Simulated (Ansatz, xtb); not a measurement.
## Two isomers of C3H4N−

Structure I is `[CH2-]CC#N`, a singlet and structure II is `C=C1C[N-]1`, a singlet. Both are isolated ions in the gas phase, relaxed with r2SCAN-D4/def2-SVPD; the shapes shown needn't be the lowest conformers.

I (Å):

```yaml
atoms:
  - { symbol: C, position_ang: [-2.5613, 1.1798, -1.6719] }
  - { symbol: C, position_ang: [-2.3427, 0.1968, -0.5167] }
  - { symbol: C, position_ang: [-1.0662, -0.5595, -0.5439] }
  - { symbol: N, position_ang: [-0.0287, -1.0880, -0.6832] }
  - { symbol: H, position_ang: [-2.4751, 0.6083, -2.6222] }
  - { symbol: H, position_ang: [-1.6999, 1.8834, -1.6839] }
  - { symbol: H, position_ang: [-3.1495, -0.5617, -0.4714] }
  - { symbol: H, position_ang: [-2.3757, 0.7106, 0.4647] }
```

II (Å):

```yaml
atoms:
  - { symbol: C, position_ang: [-2.1587, 1.6388, -0.5345] }
  - { symbol: C, position_ang: [-1.6615, 0.4133, -0.8997] }
  - { symbol: C, position_ang: [-1.9671, -0.9357, -1.3636] }
  - { symbol: N, position_ang: [-0.6154, -0.3648, -1.0786] }
  - { symbol: H, position_ang: [-3.2355, 1.8271, -0.5510] }
  - { symbol: H, position_ang: [-1.4912, 2.4502, -0.2204] }
  - { symbol: H, position_ang: [-2.2549, -1.1225, -2.4199] }
  - { symbol: H, position_ang: [-2.3820, -1.6960, -0.6684] }
```

Problem. Estimate E(II) − E(I) at the level CCSD(T)/def2-SVPD + ΔMP2/def2-TZVPPD.

Solution. Calculated at CCSD(T)/def2-SVPD + ΔMP2/def2-TZVPPD: E(II) − E(I) = +10.4 kcal/mol, so structure I lies lower.

The same difference at several levels:

| level | geometry | E(II) − E(I) (kcal/mol) | departure from the last row (kcal/mol) | job, with rough time for the two |
| --- | --- | --- | --- | --- |
| GFN2-xTB | GFN2-xTB | −14.2 | −24.6 | optimisation, 0.15 s |
| HF/STO-3G | GFN2-xTB | −3.2 | −13.6 | single point, 0.24 s |
| r2SCAN-D4/def2-SVPD//GFN2-xTB | GFN2-xTB | 0.0 | −10.4 | single point, 2.6 s |
| r2SCAN-D4/def2-SVPD | r2SCAN-D4/def2-SVPD | +1.7 | −8.7 | optimisation, 25 s |
| HF/def2-SVPD | r2SCAN-D4/def2-SVPD | +12.3 | +1.9 | part of the CCSD(T) run |
| MP2/def2-SVPD | r2SCAN-D4/def2-SVPD | +9.9 | −0.5 | part of the CCSD(T) run |
| CCSD(T)/def2-SVPD | r2SCAN-D4/def2-SVPD | +10.7 | +0.3 | single point |
| CCSD(T)/def2-SVPD + ΔMP2/def2-TZVPPD | r2SCAN-D4/def2-SVPD | +10.4 |  | single point, 21 s |

As drawn, II has 1 C=C, 2 C–N in place of 1 C–C, 1 C≡N. Structure I has no ring, II a 3-membered ring.

GFN2-xTB, HF/STO-3G put the two in the other order. r2SCAN-D4/def2-SVPD//GFN2-xTB finds them nearly level. The largest departure from CCSD(T)/def2-SVPD + ΔMP2/def2-TZVPPD is that of GFN2-xTB, 24.6 kcal/mol. The last row adds to CCSD(T) the change of the MP2 difference between the two basis sets, here −0.3 kcal/mol.

With harmonic frequencies from r2SCAN-D4/def2-SVPD (ideal gas, rigid rotor, one conformer each, 298.15 K, 1 atm): the zero-point term adds +0.3 kcal/mol; ΔH is +10.4 and ΔG +11.2 kcal/mol.

The correlated steps freeze 4 core orbitals. Run with Ansatz 0.2.0, xtb 6.7.1; the last row on 2 threads of Intel(R) Xeon(R) Platinum 8259CL CPU @ 2.50GHz (Skylake/Cascade Lake) on a shared host.
